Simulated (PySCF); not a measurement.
C₅H₈O.
Numbering: `[CH3:1][O:2][C@:3]12[CH2:4][C@H:5]1[CH2:6]2` (hydrogens: H7, H8, H9 on C1; H10, H11 on C4; H12 on C5; H13, H14 on C6)

Computed, not measured: PySCF, PBE0-D3(BJ)/def2-SVP geometry optimisation, gas phase.

Q: List the bond lengths, angles and torsions at this level.

A: 
| bond | length (pm) |
| --- | --- |
| C1–O2 | 140.6 |
| O2–C3 | 135.7 |
| C3–C4, C3–C6 | 149.2 |
| C4–C5, C5–C6 | 150.1 |
| C3–C5 | 145.9 |
| C1–H7, C1–H8, C1–H9 | 110.3 |
| C4–H10, C6–H14 | 110.1 |
| C4–H11, C6–H13 | 109.6 |
| C5–H12 | 108.8 |

Bonds in one row agree within 1 pm and their mean is given. A selection of angles:
| angle | degrees |
| --- | --- |
| O2–C1–H7 | 107.3 |
| O2–C1–H8 | 111.6 |
| H7–C1–H8 | 108.9 |
| H8–C1–H9 | 108.4 |
| C1–O2–C3 | 113.4 |
| O2–C3–C4 | 129.8 |
| O2–C3–C5 | 130.9 |
| C4–C3–C5 | 61.1 |
| C4–C3–C6 | 99.6 |
| C3–C4–C5 | 58.4 |
| C3–C4–H10 | 121.2 |
| C3–C4–H11 | 115.2 |
| C5–C4–H10 | 120.3 |
| C5–C4–H11 | 115.7 |
| H10–C4–H11 | 114.7 |
| C4–C5–C6 | 98.8 |
| C4–C5–H12 | 130.1 |
| C3–C5–C4 | 60.5 |
| C3–C5–H12 | 131.7 |

Torsions: C1–O2–C3–C4 -97° (anticlinal); O2–C3–C4–C5 -121° (anticlinal); C3–C4–C5–C6 -49° (synclinal); C4–C5–C6–C3 49° (synclinal); O2–C3–C5–C4 119° (anticlinal); O2–C3–C6–C5 121° (anticlinal).

O2 (ether oxygen) is bent (angle 113.4°). The 3-membered ring C3–C4–C5 has internal angles of 58.4° to 61.1°. The C–O distances run from 1.357 Å (O2–C3, drawn single) to 1.406 Å (C1–O2, drawn single), a spread of 0.049 Å. The 3-membered ring C3–C5–C6 has internal angles of 58.4° to 61.1°. The 5 C–C bonds span 1.459 Å (C3–C5, drawn single) to 1.501 Å (C5–C6, drawn single), a spread of 0.042 Å.

Point group: Cs (tolerance 0.08 Å). No PBE0-D3(BJ)/def2-SVP frequencies stand behind this structure, so it isn't proved a minimum. One conformer, not necessarily the lowest.

On one thread, Arm Neoverse V1, on a shared host, this took 43 s wall. That covers the optimisation of the geometry.
